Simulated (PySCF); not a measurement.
Molecule: `C[NH2+]C1CCC1`, [C5H12N]+.

Numbering as in the mapped SMILES `[CH3:1][NH2+:2][CH:3]1[CH2:4][CH2:5][CH2:6]1`. Hydrogens are named by the atom that carries them. Ha(C4), Ha(C5), Ha(C6) are cis to N2 on the ring; Hb(C4), Hb(C5), Hb(C6) are trans to N2 on the ring.

Spin–spin couplings on one PBE0-D3(BJ)/def2-SVP geometry, PySCF 2.14, gas phase, non-relativistic, equivalent pairs averaged (spin–dipole term only in couplings to heteroatoms); isotopes 13C, 1H, 15N; functional B3LYP.

Q: How do the couplings (Hz) change with the basis set? Times are CPU seconds on shared hosts with different chips, so compare them loosely. Far from the basis limit: 6-31G*, pcJ-0, 6-31G-J, def2-TZVP.

A: 
| basis set | functions | 1J(C3,H(C3)) | 1J(C5,Ha(C5)) | 1J(C1,H(C1)) | 1J(C5,Hb(C5)) | 1J(C4,Hb(C4)) | 1J(C4,Ha(C4)) | 1J(N2,H(N2)) | core-s |
| --- | --- | --- | --- | --- | --- | --- | --- | --- | --- |
| 6-31G* | 108 | 167.0 | 163.6 | 160.3 | 159.9 | 159.8 | 155.2 | -76.2 | 12 |
| pcJ-0 | 114 | 137.7 | 135.4 | 132.8 | 127.0 | 134.1 | 120.0 | -61.7 | 14 |
| 6-31G-J | 120 | 164.6 | 162.0 | 159.4 | 152.3 | 159.4 | 142.6 | -79.5 | 14 |
| def2-TZVP | 258 | 150.4 | 148.9 | 146.1 | 139.1 | 146.4 | 130.1 | -71.6 | 45 |
| pcJ-1 | 282 | 158.6 | 157.7 | 154.6 | 147.1 | 155.0 | 137.7 | -77.0 | 60 |

The Fermi-contact term samples the wavefunction at the nucleus, which is why sets with added tight s functions (names with J) are made for couplings.
